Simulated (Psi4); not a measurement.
Psi4 input (wB97X-D/6-31G*):

```
memory 1500 MB

molecule {
0 3
C    -0.67246682    0.01573693   -0.02266366
C     0.61858668   -0.17101379    0.20267637
H    -1.14942520    0.65547605   -0.76887108
H     1.47270601    0.27618510   -0.31120519
symmetry c1
no_reorient
no_com
}

set {
  basis 6-31G*
  reference uks
  scf_type pk
  dft_radial_points 99
  dft_spherical_points 590
  e_convergence 1e-8
  d_convergence 1e-7
  maxiter 150
}

e = energy('wb97x-d')
print_out(f'\nFINAL {e:.10f} DIPOLE {variable("CURRENT DIPOLE")[0]:.6f} {variable("CURRENT DIPOLE")[1]:.6f} {variable("CURRENT DIPOLE")[2]:.6f}\n')
```

Predict the final energy.

-77.15787 Eh.
